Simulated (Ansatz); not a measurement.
# BSiNH (quartet): from Hartree-Fock to the top rungs, def2-TZVPP

One table from this session's results is given with a row withheld; the runs are named, their logs left out.

The runs use Ansatz 0.2.0, Gaussian basis; def2-TZVPP, core rule «outside noble gas», up to 7 orbitals frozen.

Plan: UHF; ROHF; CCSD(T) on UHF.

**The geometry**

The geometry is a PBE0/def2-TZVP stationary point (not a proven minimum).

4 atoms, charge 0, spin multiplicity 4.

Atoms are counted from 1 here; the program's logs count them from 0.

Bond lengths: N1–B2 1.323 Å, B2–Si3 1.932 Å, Si3–H4 1.485 Å. Angles: N1–B2–Si3 176.5°, B2–Si3–H4 121.5°.

Coordinates:

| atom | x (Å) | y (Å) | z (Å) |
| --- | --- | --- | --- |
| N1 | 0.0000 | 0.0517 | 2.0353 |
| B2 | 0.0000 | 0.0445 | 0.7124 |
| Si3 | 0.0000 | -0.0834 | -1.2149 |
| H4 | 0.0000 | 1.1287 | -2.0727 |

The first run:

Contents of in.yaml:

```yaml
crystal:
  periodic: [false, false, false]
  atoms:
    - {symbol: N, position_ang: [0.000000, 0.051693, 2.035342]}
    - {symbol: B, position_ang: [0.000000, 0.044493, 0.712376]}
    - {symbol: Si, position_ang: [0.000000, -0.083412, -1.214889]}
    - {symbol: H, position_ang: [0.000000, 1.128664, -2.072682]}
basis:
  gaussian: {orbitals: def2-TZVPP}
magnetization: {spin_polarized: true, initial_magnetization: 3}
hamiltonian: {xc: hf}
output: {orbitals: {seedname: orbitals}}
```

Launch:

```sh
$ ansatz run in.yaml --threads 1 --pin off --events-out ev --progress --plain --max-ram 4096MiB --backend cpu
```

Among the steps run: UHF; ROHF; CCSD(T) on UHF.

One table of the session follows, with a row left open; its other results are not shown here.

It belongs to the step «Misses and costs». 

| method | from UCCSD(T) (kcal/mol) |
| --- | --- |
| ROHF | +235.07 |
| UHF | +229.08 |
| UMP2 | +37.68 |
| UCCSD | ? |
| UCCSD(T) | 0 |

**Question.** Estimate the row for UCCSD.

As computed: from UCCSD(T) (kcal/mol): +10.47. In the column «from UCCSD(T) (kcal/mol)» it lies between UCCSD(T) (0) and UMP2 (+37.68).

With the free atoms at the same levels and basis (separate runs), the atomisation energy is 10.081 eV at UCCSD(T), 7.164 eV at ROHF.
